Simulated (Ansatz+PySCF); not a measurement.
Results of a calculation; reference values are marked as such.
## Ansatz (development build ahead of 0.2.0) run

```yaml
crystal:
  periodic: [false, false, false]
  atoms:
    - { symbol: O, position_ang: [0.0, 0.0, -0.39057] }
    - { symbol: H, position_ang: [0.0, 0.0, 3.12456] }
    - { symbol: H, position_ang: [30.0, 0.0, -1.36958] }
    - { symbol: H, position_ang: [30.0, 0.0, 1.36958] }
basis:
  gaussian: { orbitals: "6-31G" }
magnetization:
  spin_polarized: true
  initial_magnetization: 1
hamiltonian:
  xc: hf
correlation:
  method: mp2
  frozen_orbitals: { H: 0, O: 1 }
output:
  forces: true
```

The input is written out in the form of the current development build from the run's settings.

Output:

```json
{
 "Converged": "yes",
 "Reference energy": "-76.27554 hartree",
 "Correlation energy": "-0.04980 hartree",
 "Total energy": "-76.32534 hartree",
 "Spin squared of the determinant": "2.743",
 "Stability test": "minimum"
}
```

Forces (eV/Å):
```csv
atom,Fx,Fy,Fz
O1,0.000,0.000,0.005
H2,0.000,0.000,-0.005
H3,0.000,0.000,0.039
H4,0.000,0.000,-0.039
```

Caution: large amplitudes, a single reference is doubtful; the unrestricted determinant is a mixture of spin states; a plain start can end on a higher determinant.
